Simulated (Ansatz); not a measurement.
We consider A-type hexagonal La₂O₃, described by HSE06 (PAW; Ansatz, an electronic-structure program).

Numerical settings: plane-wave cutoff 500 eV, 6×6×4 k mesh (along the axes of the cell as run), gaussian smearing 0.02 eV, scalar-relativistic PAW data made under PBE.

Cell (relaxed with r²SCAN):

La2O3 is taken in the trigonal space group P-3m1 (No. 164), Pearson symbol hP5. Cell: a = b = 3.9357 Å, c = 6.1248 Å, α = β = 90.00°, γ = 120.00°. La on 2d is coordinated by 4 O at 2.366–2.450 Å and 3 O at 2.727 Å. O1 on 2d is surrounded by 4 La at 2.366–2.450 Å (tetrahedral). O2 on 1a has 6 La at 2.727 Å (octahedral). (Neighbours: up to the widest gap in distance over summed covalent radii, below 1.35, at either atom; cation-cation and far metal-metal contacts left out.)

Give the computed band gap.


- band gap = 5.29 eV (on the SCF k mesh)

Note: cell and atoms aren't relaxed at this level (largest force component 0.19 eV/Å, pressure -1.2 GPa).

Spin–orbit coupling is not included.

Computed values are for the static lattice.
